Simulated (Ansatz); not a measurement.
**Pt (fcc): energy against volume**

Method: Ansatz, DFT, LDA (PW92), plane waves (420 eV) with PAW, scalar-relativistic. (PAW data from PBE, frozen cores regenerated.)

The cell is scaled uniformly from the relaxed one, with fractional coordinates and shape fixed. Energies are extrapolated to zero smearing, pressures are those at the given smearing. Magnetic state: non-magnetic.

A Birch-Murnaghan fit gives V₀ = 14.76 Å³/atom, B₀ = 307 GPa, B₀′ = 5.3.

(1) What are the energy above the minimum and the pressure at 12.983 Å³/atom?

(2) What are the energy above the minimum and the pressure at 13.574 Å³/atom?

(3) What are the energy above the minimum and the pressure at 14.164 Å³/atom?

## Answers

(1) 266.7 meV/atom and 55.21 GPa as computed.

(2) 108.1 meV/atom and 32.13 GPa as computed.

(3) 24.7 meV/atom and 14.15 GPa as computed.
